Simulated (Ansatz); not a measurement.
The inner images of a band of ClH₃Si (5 atoms, charge 0, multiplicity 1) are given out of order.

Level of theory: RKS r2SCAN-D4/def2-TZVP (Ansatz).

Image 0:

```xyz
5
Properties=species:S:1:pos:R:3
Si 0.240 -0.006 0.170
H 0.228 -0.035 1.648
H 1.630 -0.035 -0.334
H -0.461 1.199 -0.326
Cl -0.746 -1.670 -0.527
```

Image 8:

```xyz
5
Properties=species:S:1:pos:R:3
Si 0.209 0.085 -0.819
H 0.819 0.141 1.176
H 1.407 -0.107 0.724
H -0.641 1.003 0.051
Cl -0.904 -1.668 -0.501
```

Problem. Put them in order from the first end to the last, with their energies above the first end.
A.
```xyz
5
Properties=species:S:1:pos:R:3
Si 0.253 -0.003 -0.329
H 0.462 0.097 1.214
H 1.576 -0.100 0.298
H -0.557 1.190 -0.081
Cl -0.843 -1.731 -0.472
```
B.
```xyz
5
Properties=species:S:1:pos:R:3
Si 0.273 0.015 -0.485
H 0.542 0.102 1.157
H 1.477 -0.092 0.427
H -0.554 1.155 -0.013
Cl -0.847 -1.727 -0.455
```
C.
```xyz
5
Properties=species:S:1:pos:R:3
Si 0.275 0.038 -0.603
H 0.634 0.091 1.117
H 1.392 -0.082 0.535
H -0.560 1.122 0.029
Cl -0.850 -1.716 -0.447
```
D.
```xyz
5
Properties=species:S:1:pos:R:3
Si 0.257 0.073 -0.740
H 0.717 0.100 1.109
H 1.358 -0.091 0.641
H -0.581 1.058 0.066
Cl -0.860 -1.687 -0.445
```
E.
```xyz
5
Properties=species:S:1:pos:R:3
Si 0.227 -0.012 0.083
H 0.308 0.010 1.533
H 1.678 -0.065 -0.180
H -0.535 1.208 -0.267
Cl -0.786 -1.689 -0.537
```
F.
```xyz
5
Properties=species:S:1:pos:R:3
Si 0.221 -0.014 -0.032
H 0.360 0.046 1.404
H 1.686 -0.082 -0.017
H -0.564 1.219 -0.201
Cl -0.812 -1.715 -0.524
```
G.
```xyz
5
Properties=species:S:1:pos:R:3
Si 0.231 -0.011 -0.172
H 0.406 0.075 1.293
H 1.650 -0.094 0.148
H -0.567 1.212 -0.138
Cl -0.830 -1.729 -0.501
```

Solution. E (+0.17 eV), F (+0.71 eV), G (+1.54 eV), A (+2.35 eV), B (+2.67 eV), C (+2.48 eV), D (+2.25 eV).

The run took 49 s on 2 threads of Intel(R) Xeon(R) 6975P-C (Granite Rapids) (shared host), peak memory 0.17 GiB.
